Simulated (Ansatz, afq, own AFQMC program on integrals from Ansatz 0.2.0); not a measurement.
BH$_{3}$ + F, doublet: a scan with AFQMC

```xyz
5

B    -1.3991    0.0000    0.0000
H    -1.9959    1.0336    0.0000
H    -1.9959   -1.0336    0.0000
H    -0.2057    0.0000    0.0000
F     1.0189    0.0000    0.0000
```

A hydrogen atom is moved from one rigid fragment to the other; the B1–H4 distance tells how far. The two fragments are held close together, so this isn't a minimum-energy path and the start is a compressed complex. Energies in eV count from this geometry (1.194 Å) at the same level; the start stands on UHF, each point on the determinant named.

Basis cc-pVTZ. Noble-gas cores (and the filled d shells of Ga–Kr and In–Xe) are frozen. AFQMC by an in-house program on the Cholesky factors that Ansatz 0.2.0 writes for its CCSD(T) run. The CISD trial takes its coefficients from CCSD amplitudes. Released means that phaseless walkers are propagated on without the constraint, phases kept. Uncertainties: one standard error, sampling alone.

```
r(B1–H4) / Å  det.     T1  weight  ⟨S²⟩   B3LYP  B2PLYP  CCSD(T)
       1.286   UHF  0.017    0.89  0.78  -0.200  -0.244   -0.268
       1.333   UHF  0.015    0.90  0.77  -0.279  -0.348   -0.392
       1.379   UHF  0.014    0.90  0.77  -0.342  -0.433   -0.499
       1.425   UHF  0.013    0.90  0.76  -0.379  -0.490   -0.580
       1.518   UHF  0.012    0.90  0.76  -0.280  -0.427   -0.562
```

**Question.** Estimate the curve of phaseless AFQMC with a CISD trial, counted from the same start.

**Answer.** 
```tsv
r(B1–H4) / Å	det.	T1	weight	⟨S²⟩	ph-AFQMC/CISD	released AFQMC
1.286	UHF	0.017	0.89	0.78	-0.257 ± 0.008	-0.251 ± 0.015
1.333	UHF	0.015	0.90	0.77	-0.382 ± 0.007	–
1.379	UHF	0.014	0.90	0.77	-0.497 ± 0.010	-0.491 ± 0.015
1.425	UHF	0.013	0.90	0.76	-0.579 ± 0.008	-0.576 ± 0.012
1.518	UHF	0.012	0.90	0.76	-0.566 ± 0.008	-0.547 ± 0.014
```

Weight is that of the determinant in the CISD state; at the start T1 is 0.026 and the weight 0.88, and ⟨S²⟩ is 0.77. A dash marks a missing value, a released energy that hasn't settled or a functional that sits on another state. Largest departures from phaseless AFQMC with a CISD trial: CCSD(T) -0.010 eV at 1.286 (on UHF) (within the noise), released AFQMC 0.019 eV at 1.518 (on UHF) (within the noise), B3LYP 0.287 eV at 1.518, B2PLYP 0.139 eV at 1.518. The walk's constraint bias lies outside its error bars, so these are departures and not errors. Functionals count only at points shown to share the start's state and spin.

A walk keeps the symmetry of its determinant, which the program's search chose and which needn't be the lowest solution, so a lower state of the same spin and another symmetry isn't excluded. Released energies are given only where the last usable release times agree within the noise; a slower fall can still hide under it.
